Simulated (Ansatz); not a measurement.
# SiNH3: one structure at several levels

An exercise on one series of results from a longer session: the logs are not shown, and one member is left open.

The runs use Ansatz 0.2.0, Gaussian basis; single points in def2-TZVPP.

Cores are frozen in the correlated methods.

### The starting structure

5 atoms, charge 0, spin multiplicity 1.

Atoms are counted from 1 here; the program's logs count them from 0.

Bond lengths: N2–Si3 1.788 Å, N2–H5 1.214 Å. Angles: Si3–N2–H5 128.1°.

Geometry (Å):

```xyz
5
charge 0, multiplicity 1
H    -0.7392   -1.0663   -0.1621
N     0.4851   -0.6313    0.5224
Si    0.4842    0.0984   -1.1099
H     0.0806    1.7222   -0.6706
H     0.0659   -0.1530    1.5565
```

Set-up of the first run:

The input, run/in.yaml:

```yaml
crystal:
  periodic: [false, false, false]
  atoms:
    - {symbol: H, position_ang: [-0.739200, -1.066300, -0.162100]}
    - {symbol: N, position_ang: [0.485100, -0.631300, 0.522400]}
    - {symbol: Si, position_ang: [0.484200, 0.098400, -1.109900]}
    - {symbol: H, position_ang: [0.080600, 1.722200, -0.670600]}
    - {symbol: H, position_ang: [0.065900, -0.153000, 1.556500]}
basis:
  gaussian: {orbitals: def2-TZVPP}
correlation: {method: ccsd_t}
output: {forces: true}
```

No record of the launch command was kept for these runs.

Among the steps run: CCSD(T)/def2-TZVPP; PBE0-D4/def2-TZVPP; wB97M-V/def2-TZVPP; r2SCAN-D4/def2-TZVPP; PBE-D4/def2-TZVPP; B97M-V/def2-TZVPP; BHLYP-D4/def2-TZVPP.

One table of the session follows, with a row left open; its other results are not shown here.

| method | RMS force component (eV/Å) | angle to CCSD(T) forces (°) | dipole (D) |
| --- | --- | --- | --- |
| CCSD(T) | 2.127 | reference | 1.19 |
| PBE0-D4 | 2.176 | 3.6 | 1.26 |
| wB97M-V | 2.213 | 3.2 | 1.15 |
| r2SCAN-D4 | ? | ? | ? |
| PBE-D4 | 1.965 | 2.7 | 1.16 |
| B97M-V | 2.100 | 4.6 | 1.11 |
| BHLYP-D4 | 2.328 | 4.7 | 1.22 |

Q: Estimate the row for r2SCAN-D4 from the others.

**Answer.** RMS force component (eV/Å): 2.100; angle to CCSD(T) forces (°): 3.9; dipole (D): 1.23.
